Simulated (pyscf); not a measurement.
Structures and frequencies: ωB97X-D3(BJ)/def2-SVP in PySCF.

Problem. For the elementary gas-phase step HO–GeH₂• + H₂ → GeH₃• + H₂O (doublet surface; Ge–O, H–H broken, Ge–H, H–O formed), what barrier and reaction energy does ωB97M-D3(BJ)/def2-TZVP give, measured from the separated reactants?

Solution. ΔE‡ = 37.2 kcal/mol, ΔE = +1.3 kcal/mol. Zero-point energy shifts the barrier by +1.8 kcal/mol. It is a four-centre exchange, with an imaginary mode of 1443i cm⁻¹. At the saddle there is also a short Ge–H contact that neither side keeps. The same reactants have a lower exit, to HO–GeH₃ + H• (barrier +23.9 kcal/mol at ωB97M-D3(BJ)/def2-TZVP, against +37.2 kcal/mol here). This is the saddle that the search found; another between the same sides may lie lower. Elements up to Kr have no core potential and no relativistic terms here.
